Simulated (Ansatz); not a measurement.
OSi, SMILES `[O+]#[Si-]` (lower singlet) (charge 0, multiplicity 1). This singlet lies 3.87 eV below the relaxed triplet at the level frozen-core full CI/6-31g // B3LYP-D3(BJ)/def2-TZVP (Ansatz, a program for electronic structure).

All values below come from CAM-B3LYP/cc-pVTZ // B3LYP-D3(BJ)/def2-TZVP run with Ansatz.

Ansatz 0.2 input:
```yaml
crystal:
  periodic: [false, false, false]
  atoms:
    - { symbol: O, position_ang: [0.756568, -0.000004, -0.000003] }
    - { symbol: Si, position_ang: [-0.756568, 0.000004, 0.000003] }
basis:
  gaussian: { orbitals: cc-pVTZ }
hamiltonian:
  xc: cam_b3lyp
```

Output:

```
Functional definition: CAM-B3LYP
451 factors; their error is unknown
90 factors; integrals over basis functions are off by at most 7.8e-5 eV
mean field evaluation 1: about -9916.9965 eV, gradient 6.7e1 eV
mean field evaluation 2: about -9860.4303 eV, gradient 1.6e2 eV
mean field evaluation 4: about -9925.2098 eV, gradient 1.8e0 eV
mean field evaluation 8: about -9925.2144 eV, gradient 3.7e-2 eV
mean field evaluation 16: about -9925.2331 eV, gradient 5.8e-6 eV
mean field -9925.23310645 eV, -364.7455890976 hartree, gradient 5.8e-6 eV, S^2 0.000000; 0 other end points of the search recorded, 0 dependent functions left out
reference -9925.23318039 eV, -364.7455918148 hartree; 11, 11 occupied and 53, 53 virtual orbitals, 451 factors
Total energy: -9925.23318039 eV, -364.7455918148 hartree
```
